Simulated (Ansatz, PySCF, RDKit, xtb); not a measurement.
**Which structure has the formula H4N2O?**

Given the formula H4N2O and nothing else, which arrangement of the atoms is the most stable in the gas at 298.15 K, and what are its properties?

Plan: many cheap relaxations first (GFN2-xTB), then density-functional screening, relaxation at PBE0-D3(BJ)/def2-SVP, vibrations and a final energy. The numbers are computed, not measured.

5 further runs of the same task are left out: 5 set aside as unsound or not needed.

## (1) Drawing up candidates

All bonding patterns within simple valence rules are listed by program: one Lewis structure each, at most two rings and one unusual centre or charged pair. O–O, O–halogen and N–halogen bonds and N–N–N chains are not drawn. That gives 5 candidates.

```
label        SMILES     spin
 c111           NON  singlet
 c211           NNO  singlet
 c373  [NH-][NH2+]O  singlet
 c597   N[NH2+][O-]  singlet
 c828   [NH3+][N-]O  singlet
```

Candidates are built by distance geometry, with a force field where one applies, in up to four conformers (letters a to d). 1 start with atoms placed at random is added, to find patterns that the rules miss.

**Question.** With final energies at CCSD(T)/def2-TZVPP, which structure will this search put lowest in free energy, and by what margin?

| quantity | value |
| --- | --- |
| lowest structure found | NNO, singlet, C1 |
| next finalist | NON, singlet, 21.9 kcal/mol higher in G |
| share at equilibrium, among the finalists | 100.0 % |
| harmonic wavenumbers, lowest and highest (PBE0-D3(BJ)/def2-SVP) | 332 and 3860 cm⁻¹ |
| rotational constants, same geometry | 1.503, 0.3484, 0.3108 cm⁻¹ |
| dipole moment (PBE0/def2-TZVPD) | 0.88 D |
| HOMO energy (PBE0/def2-TZVPD) | -7.36 eV |
| LUMO energy (PBE0/def2-TZVPD) | 0.33 eV |
| HOMO–LUMO gap (PBE0/def2-TZVPD) | 7.69 eV |
| lowest excitation (TD-B3LYP/def2-SVPD) | 6.38 eV (f = 0.004) |
| strongest of the states computed, same level | 8.22 eV (f = 0.084) |
| lowest triplet excitation, same level, Tamm-Dancoff | 6.11 eV |
| vertical ionisation energy | 10.00 eV |
| vertical electron affinity | -1.41 eV (unbound: the value depends on the basis) |
| vertical triplet less singlet | +6.20 eV |

The lowest structure found is `NNO`. Among the finalists first place is clear (21.9 kcal/mol); structures outside the list aren't covered. GFN2-xTB, HF/STO-3G, r2SCAN-D4/def2-SVP, PBE0-D3(BJ)/def2-SVP, HF/def2-TZVPP and MP2/def2-TZVPP already put its bonding pattern lowest among the structures in one piece. The search is not exhaustive (a finite list of starts, one conformer a finalist), so a lower isomer can't be ruled out. Patterns outside the rules of the enumeration were met only by chance. The lowest isomer need not be the one that is made and kept in a bottle, which depends on barriers.
